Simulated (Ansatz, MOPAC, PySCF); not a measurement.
System: CH$_{3}$O, net charge 0, doublet state. SMILES: C[O]
Geometry: optimised at B3LYP-D3(BJ)/def2-TZVP (Ansatz, a program for electronic structure).

Unscaled harmonic wavenumbers (cm⁻¹) in rising order, each level at the stationary point that it reaches from this structure (no distance between atoms moves by over 0.3 Å); the order of modes can differ between levels, and a negative number is imaginary. B3LYP-D3(BJ)/def2-TZVP (PySCF, at the structure above): 690, 958, 1106, 1354, 1365, 1514, 2890, 2963, 3005.

PM3 (MOPAC): 847, 904, 1227, 1263, 1290, 1461, 3005, 3041, 3082. Zero-point energy 23.0 against 22.7 kcal/mol; where all levels lie over 400 cm⁻¹, the wavenumbers are on average 1.024 times those of B3LYP-D3(BJ)/def2-TZVP.

HF/6-31G* (Ansatz): 814, 1109, 1212, 1583, 1594, 1666, 3182, 3248, 3268. Zero-point energy 25.3 against 22.7 kcal/mol; where all levels lie over 400 cm⁻¹, the wavenumbers are on average 1.128 times those of B3LYP-D3(BJ)/def2-TZVP.
